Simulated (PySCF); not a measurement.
A side-by-side comparison of computed properties.

First species: C3H11GaOSi.
Geometry (PBE0-D3(BJ)/def2-SVP, Å), atoms numbered from 1 in this order:
```
atom  x, y, z in Å
C1    -2.867   -0.105   -0.147
C2    -1.879    0.333    0.915
O3    -0.537    0.273    0.538
Ga4    0.322   -0.270   -0.933
C5     2.244   -0.038   -0.656
Si6    2.727    0.028    1.160
H7    -2.702   -1.154   -0.442
H8    -2.783    0.516   -1.053
H9    -3.900   -0.019    0.226
H10   -2.019   -0.289    1.820
H11   -2.111    1.371    1.221
H12   -0.468   -0.833   -2.159
H13    2.795   -0.837   -1.180
H14    2.541    0.911   -1.137
H15    4.219    0.009    1.308
H16    2.219    1.276    1.803
H17    2.191   -1.158    1.899
```

Second species: 2-propynal, C3H2O.
SMILES: `C#CC=O`

Levels: CAM-B3LYP/def2-SVPD for dipole moment, HOMO energy, LUMO energy, HOMO–LUMO gap, static isotropic polarisability and electronic spatial extent ⟨r²⟩ about the centre of nuclear charge; TDDFT CAM-B3LYP/def2-SVPD for lowest singlet excitation; TDA CAM-B3LYP/def2-SVPD for lowest triplet excitation (Tamm–Dancoff); ΔSCF CAM-B3LYP/def2-SVPD for vertical ionisation energy; PBE0-D3(BJ)/def2-SVP for rotational constant A and rotational constant C. Geometries: PBE0-D3(BJ)/def2-SVP. Each species is one conformer at its optimised geometry, gas phase, non-relativistic unless stated; the electronic structure was computed with PySCF and density fitting.

The conformers computed, where there is a choice (atom-mapped SMILES and torsion angles):
- `[CH3:1][CH2:2][O:3][GaH:4][CH2:5][SiH3:6]`: C1–C2–O3–Ga4 -3°, C2–O3–Ga4–C5 -179°, O3–Ga4–C5–Si6 22°

Values for the first species:

| Property | Result |
| --- | --- |
| Dipole moment | 1.81 D |
| HOMO energy | -9.09 eV |
| LUMO energy | -0.05 eV |
| HOMO–LUMO gap | 9.04 eV |
| Lowest singlet excitation | 5.53 eV |
| Lowest triplet excitation (Tamm–Dancoff) | 5.24 eV |
| Static isotropic polarisability | 97.5 au |
| Vertical ionisation energy | 9.77 eV |
| Electronic spatial extent ⟨r²⟩ about the centre of nuclear charge | 1455 bohr² |
| Rotational constant A | 3.414 GHz |
| Rotational constant C | 0.810 GHz |

Estimate the same properties for the second species, and the change in each.

```json
{"property": "dipole moment", "first": "1.81 D", "second": "3.06 D", "second less first": "+1.25 D"}
{"property": "HOMO energy", "first": "-9.09 eV", "second": "-9.79 eV", "second less first": "-0.70 eV"}
{"property": "LUMO energy", "first": "-0.05 eV", "second": "-1.12 eV", "second less first": "-1.07 eV"}
{"property": "HOMO–LUMO gap", "first": "9.04 eV", "second": "8.67 eV", "second less first": "-0.37 eV"}
{"property": "lowest singlet excitation", "first": "5.53 eV", "second": "3.88 eV", "second less first": "-1.65 eV"}
{"property": "lowest triplet excitation (Tamm–Dancoff)", "first": "5.24 eV", "second": "3.27 eV", "second less first": "-1.97 eV"}
{"property": "static isotropic polarisability", "first": "97.5 au", "second": "38.1 au", "second less first": "-59.4 au"}
{"property": "vertical ionisation energy", "first": "9.77 eV", "second": "10.77 eV", "second less first": "+1.00 eV"}
{"property": "electronic spatial extent ⟨r²⟩ about the centre of nuclear charge", "first": "1455 bohr²", "second": "272 bohr²", "second less first": "-1183 bohr²"}
{"property": "rotational constant A", "first": "3.414 GHz", "second": "68.459 GHz", "second less first": "+65.045 GHz"}
{"property": "rotational constant C", "first": "0.810 GHz", "second": "4.487 GHz", "second less first": "+3.677 GHz"}
```

On the first: The polarisability is 14.45 Å³ as a volume (1 au = 0.148185 Å³), or 1.19 au for each of the 82 electrons. The calculation is non-relativistic and has no spin–orbit coupling, an omission that weighs most on gallium.

On the second: The ΔSCF ionisation energy exceeds −ε(HOMO) by 0.98 eV with CAM-B3LYP. The polarisability is 5.65 Å³ as a volume (1 au = 0.148185 Å³), or 1.36 au for each of the 28 electrons.
